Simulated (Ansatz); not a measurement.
# SiH2O2: functionals against CCSD(T) at one geometry

Aim: energy, forces and dipole at a structure displaced at random from a GFN2-xTB minimum, from CCSD(T) and from density functionals.

Method: single points in def2-TZVPP; program: Ansatz 0.2.0, Gaussian basis.

Correlated methods freeze the cores.

### 1 Where the work starts

SMILES `O=[SiH]O`, 5 atoms, charge 0, spin multiplicity 1.

Atoms are counted from 1 here; the program's logs count them from 0.

Bond lengths: O1–Si2 1.634 Å, Si2–O3 1.476 Å, Si2–H4 1.206 Å, O3–H5 1.008 Å. Angles: O1–Si2–O3 123.5°, O1–Si2–H4 129.2°, O3–Si2–H4 106.9°, Si2–O3–H5 144.0°.

Geometry (Å):

```mol
H2O2Si
  3D, bonds by distance, orders not assigned

  5  4  0  0  0  0  0  0  0  0999 V2000
    0.4646   -0.9308    1.5049 O   0  0
   -0.2246   -0.3198    0.1548 Si  0  0
    0.4257    0.6848   -0.7086 O   0  0
   -1.2408   -0.6555   -0.4006 H   0  0
    1.1485    1.3872   -0.7415 H   0  0
  1  2  8  0
  2  3  8  0
  2  4  8  0
  3  5  8  0
M  END
```

### 2 CCSD(T)/def2-TZVPP

Input file run/in.yaml:

```yaml
crystal:
  periodic: [false, false, false]
  atoms:
    - {symbol: O, position_ang: [0.464600, -0.930800, 1.504900]}
    - {symbol: Si, position_ang: [-0.224600, -0.319800, 0.154800]}
    - {symbol: O, position_ang: [0.425700, 0.684800, -0.708600]}
    - {symbol: H, position_ang: [-1.240800, -0.655500, -0.400600]}
    - {symbol: H, position_ang: [1.148500, 1.387200, -0.741500]}
basis:
  gaussian: {orbitals: def2-TZVPP}
correlation: {method: ccsd_t}
output: {forces: true}
```

No record of the launch command was kept for these runs.

### 3 PBE0-D4/def2-TZVPP

run/in.yaml, as its differences from that of step 2:

```diff
@@ -10,3 +10,3 @@
   gaussian: {orbitals: def2-TZVPP}
-correlation: {method: ccsd_t}
-output: {forces: true}
+hamiltonian: {xc: pbe0, dispersion: d4}
+output: {forces: true, orbitals: {seedname: orbitals}}
```

### 4 wB97M-V/def2-TZVPP

run/in.yaml, as its differences from that of step 3:

```diff
@@ -10,3 +10,3 @@
   gaussian: {orbitals: def2-TZVPP}
-hamiltonian: {xc: pbe0, dispersion: d4}
-output: {forces: true, orbitals: {seedname: orbitals}}
+hamiltonian: {xc: {name: wB97M-V}}
+output: {forces: true}
```

### 5 r2SCAN-D4/def2-TZVPP

run/in.yaml, as its differences from that of step 4:

```diff
@@ -10,3 +10,3 @@
   gaussian: {orbitals: def2-TZVPP}
-hamiltonian: {xc: {name: wB97M-V}}
+hamiltonian: {xc: r2scan, dispersion: d4}
 output: {forces: true}
```

### 6 PBE-D4/def2-TZVPP

run/in.yaml, as its differences from that of step 5:

```diff
@@ -10,3 +10,3 @@
   gaussian: {orbitals: def2-TZVPP}
-hamiltonian: {xc: r2scan, dispersion: d4}
+hamiltonian: {xc: pbe, dispersion: d4}
 output: {forces: true}
```

### 7 r2SCAN0-D4/def2-TZVPP

run/in.yaml, as its differences from that of step 6:

```diff
@@ -10,3 +10,3 @@
   gaussian: {orbitals: def2-TZVPP}
-hamiltonian: {xc: pbe, dispersion: d4}
+hamiltonian: {xc: {name: r2SCAN0}, dispersion: d4}
 output: {forces: true}
```

### 8 BLYP-D4/def2-TZVPP

run/in.yaml, as its differences from that of step 7:

```diff
@@ -10,3 +10,3 @@
   gaussian: {orbitals: def2-TZVPP}
-hamiltonian: {xc: {name: r2SCAN0}, dispersion: d4}
+hamiltonian: {xc: {name: BLYP}, dispersion: d4}
 output: {forces: true}
```

(Steps that only read results are left out.)

Q: Predict the outcome of this session. Wanted: energy less free atoms, CCSD(T)/def2-TZVPP; RMS force component; RMS force error; HOMO and LUMO, PBE0-D4; T1 diagnostic.

As calculated:

```
                                  quantity                                                                                              value
energy less free atoms, CCSD(T)/def2-TZVPP                                                                                     -1650.4 kJ/mol
                       RMS force component                                                               5.086 to 5.351 eV/Å over the methods
                           RMS force error  PBE0-D4 0.180, wB97M-V 0.164, r2SCAN-D4 0.111, PBE-D4 0.244, r2SCAN0-D4 0.319, BLYP-D4 0.311 eV/Å
                    HOMO and LUMO, PBE0-D4                                                                                 -7.41 and -1.02 eV
                             T1 diagnostic                                                                                              0.021
```

Against CCSD(T) the functionals' energies less atoms differ by -92.2 to +8.8 kJ/mol, PBE-D4 by -92.2 kJ/mol. CCSD(T) in triple zeta still lacks some correlation energy of the bonds, so part of these gaps is its own basis error and they don't rank the functionals. For forces r2SCAN-D4 does best and r2SCAN0-D4 worst. Frozen-core CCSD(T) forces in triple zeta carry basis errors of their own, and this is one geometry, so small gaps rank nothing.
